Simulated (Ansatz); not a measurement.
Dimethyl sulfoxide. Charge 0, multiplicity 1.

```xyz
10

C     0.7950   -0.2145    1.0803
S    -0.8995   -0.0043    0.5145
C    -0.4883    0.5183   -1.1568
O    -1.4837   -1.3610    0.4052
H     0.7403   -0.6012    2.0979
H     1.3001   -0.9362    0.4358
H     1.3113    0.7471    1.0775
H     0.1108   -0.2577   -1.6365
H     0.0458    1.4698   -1.1294
H    -1.4318    0.6398   -1.6885
```

What are the harmonic wavenumbers in cm⁻¹ at PBE0-D4/def2-TZVP (Ansatz, finite differences of forces, unscaled)? (Best estimate.)

The calculation gave: 187, 237, 287, 325, 377, 673, 698, 885, 925, 958, 1024, 1151, 1309, 1330, 1430, 1445, 1446, 1466, 3053, 3055, 3156, 3160, 3167, 3168.

Is this a minimum?

Yes, all 24 modes are real.

Give the ideal-gas thermochemistry at 298.15 K and 1 bar (rigid rotor, harmonic oscillator; point group Cs, symmetry number 1).

Zero-point energy 208.8 kJ/mol; H(298) − E = 225.9 kJ/mol; entropy 305.6 J/(mol·K), of which translation 163.2, rotation 104.0, vibration 38.4; G(298) − E = 134.8 kJ/mol.

Rotational constants (cm⁻¹)?

0.2352, 0.2318, 0.1413.
